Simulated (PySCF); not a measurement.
C₅H₆O.
Structure used (PBE0-D3(BJ)/def2-SVP), in Å, numbered top down from 1:
```
atom  x, y, z in Å
C1     2.2412    0.3126    0.4385
C2     1.2207   -0.4293    0.1039
C3     0.1824   -1.1647   -0.2283
C4    -1.2146   -0.6559   -0.3416
C5    -1.4599    0.8036   -0.0571
O6    -2.1025   -1.4130   -0.6610
H7     2.5388    0.4273    1.4863
H8     2.8314    0.8380   -0.3199
H9     0.3013   -2.2311   -0.4501
H10   -0.9224    1.4276   -0.7881
H11   -2.5358    1.0057   -0.1208
H12   -1.0805    1.0792    0.9382
```

Jobs on this species (12 atoms, 44 electrons) with PySCF (density fitting). Hardware of each: one thread, Arm Neoverse V1, shared host. The host was shared with other jobs, so the times are rough.

```
                                                             level and settings                                                                           work  basis functions  SCF cycles  wall time
                                                                B3LYP/def2-SVPD  10 singlets by full TDDFT, 4 Tamm–Dancoff triplets, polarisability, ΔSCF ions              171           ?          ?
delta-SCF UKS SCAN, pcX-2 on the ionised atom, pcseg-1 elsewhere, spin-free X2C                                                  ΔSCF core ionisation, 6 holes              145         129       41 s
                                             PBE0-D3(BJ)/def2-SVP, grid level 1                                    geometry optimisation from an MMFF94s start              114          53       30 s
                                                                  PBE0/pcSseg-1                                        shieldings, charges and field gradients              132          14       10 s
                                                                    HF/pcSseg-2                                                                     shieldings              300          11       20 s
                                                                    B3LYP/pcJ-1        spin–spin couplings from 11 perturbed nuclei, spin–dipole term left out              222          15       24 s
```

Task: Fill in the missing figures.

Result: 
- B3LYP/def2-SVPD; 10 singlets by full TDDFT, 4 Tamm–Dancoff triplets, polarisability, ΔSCF ions: 81 s, 15 SCF cycles

Task: What do all jobs in the table cost together?

Result: About 3.4 min; the longest takes about 39 % of that, and about 8.1 times as long as the shortest.
